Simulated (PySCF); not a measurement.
## Bonding in `CC#CC#N`

Species: C4H3N.
Atom-mapped SMILES: `[CH3:1][C:2]#[C:3][C:4]#[N:5]` (hydrogens: H6, H7, H8 on C1)

Cartesian coordinates in Å at the PBE0-D3(BJ)/def2-SVP level; atoms count from 1:
```xyz
8
C4H3N angstrom
C     -1.5096    0.1459   -0.1079
C     -0.0750    0.0071    0.0151
C      1.1312   -0.1087    0.1132
C      2.4942   -0.2410    0.2293
N      3.6473   -0.3535    0.3294
H     -1.8069    1.2030   -0.0277
H     -1.8554   -0.2357   -1.0810
H     -2.0257   -0.4170    0.6851
```

Bond orders from the PBE0/pcSseg-1 density (PySCF). Isolated species at its PBE0-D3(BJ)/def2-SVP geometry, gas phase.

Question: Where do the orders between heavy atoms depart from those drawn in the SMILES?

Answer: The largest departure is 0.823, at C2–C3 (drawn triple, 2.177). Drawn single, order above 1.12: C1–C2 (1.218). Drawn double or triple, more than 0.30 short of the drawn order: C2–C3 (2.177).

Question: Give the Mayer order of every bond, beside its length.

Answer: 
| bond | drawn as | length (Å) | Mayer order |
| --- | --- | --- | --- |
| C1–C2 | single | 1.447 | 1.218 |
| C2–C3 | triple | 1.216 | 2.177 |
| C3–C4 | single | 1.374 | 1.117 |
| C4–N5 | triple | 1.163 | 2.889 |
| C1–H6 | single | 1.101 | 0.920 |
| C1–H7 | single | 1.101 | 0.920 |
| C1–H8 | single | 1.101 | 0.920 |

Bonds between the same two heavy elements. C–C: lowest C3–C4 (1.117, 1.374 Å), highest C2–C3 (2.177, 1.216 Å); in 1 of the 3 pairs the longer bond (by over 0.003 Å) has the higher order (by 0.02 or more).

Question: Sum the orders of all bonds at each heavy atom with more than one neighbour and set the sums beside the valence in the SMILES.

Answer: C1 3.978 (drawn 4), C2 3.395 (drawn 4), C3 3.294 (drawn 4), C4 4.006 (drawn 4). Orders between atoms that aren't bonded are not in these sums.

Mayer orders depend on the basis set.
